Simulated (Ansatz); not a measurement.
Method: frozen-core CCSD(T)/cc-pVQZ // PBE0-D3(BJ)/def2-TZVP run with Ansatz (a first-principles code). The geometry is that of the parent before the electron was removed.

Ansatz 0.2 input:
```yaml
crystal:
  periodic: [false, false, false]
  atoms:
    - { symbol: C, position_ang: [-0.541488, 0.008219, -0.011766] }
    - { symbol: C, position_ang: [0.765053, -0.011631, 0.016741] }
    - { symbol: O, position_ang: [1.920919, -0.029174, 0.041976] }
    - { symbol: H, position_ang: [-1.0865, -0.9238, -0.025313] }
    - { symbol: H, position_ang: [-1.057984, 0.956385, -0.021639] }
basis:
  gaussian: { orbitals: cc-pVQZ }
correlation:
  method: ccsd_t
total_charge: 1
magnetization:
  spin_polarized: true
  initial_magnetization: 1
```

Output:

```
Functional definition: HF
1339 factors; integrals over basis functions are off by at most 9.8e-4 eV
mean field evaluation 1: about -4117.7563 eV, gradient 3.3e1 eV
mean field evaluation 2: about -4117.7576 eV, gradient 3.3e1 eV
mean field evaluation 4: about -4121.8609 eV, gradient 3.7e0 eV
mean field evaluation 8: about -4122.0045 eV, gradient 4.1e-1 eV
mean field evaluation 16: about -4122.0199 eV, gradient 2.4e-6 eV
mean field evaluation 32: about -4116.8038 eV, gradient 5.1e0 eV
mean field -4122.01993757 eV, -151.4814387001 hartree, gradient 2.4e-6 eV, S^2 0.836265; 1 other end points of the search recorded, 0 dependent functions left out
3 core orbitals not correlated
reference -4122.01993757 eV, -151.4814387001 hartree; 8, 7 occupied and 214, 215 virtual orbitals, 1339 factors
second order -14.27924221 eV of doubles, -0.00000000 eV of singles
cycle   1  -14.00500797 eV  change    2.7e-1 eV  update   1.1e-1
cycle   2  -14.47979478 eV  change   -4.7e-1 eV  update   4.0e-2
cycle   3  -14.63790301 eV  change   -1.6e-1 eV  update   2.5e-2
cycle   4  -14.63977282 eV  change   -1.9e-3 eV  update   1.0e-2
cycle   5  -14.64113235 eV  change   -1.4e-3 eV  update   4.8e-3
cycle   6  -14.64287983 eV  change   -1.7e-3 eV  update   1.7e-3
cycle   7  -14.64300346 eV  change   -1.2e-4 eV  update   7.8e-4
cycle   8  -14.64343313 eV  change   -4.3e-4 eV  update   3.5e-4
cycle   9  -14.64340283 eV  change    3.0e-5 eV  update   1.3e-4
cycle  10  -14.64332952 eV  change    7.3e-5 eV  update   5.9e-5
cycle  11  -14.64338657 eV  change   -5.7e-5 eV  update   2.6e-5
cycle  12  -14.64337057 eV  change    1.6e-5 eV  update   1.0e-5
perturbative correction -0.69600647 eV, -0.0255777659 hartree
Total energy: -4137.35931461 eV, -152.0451504090 hartree
```

Cost: around 30 core-minutes (rough).
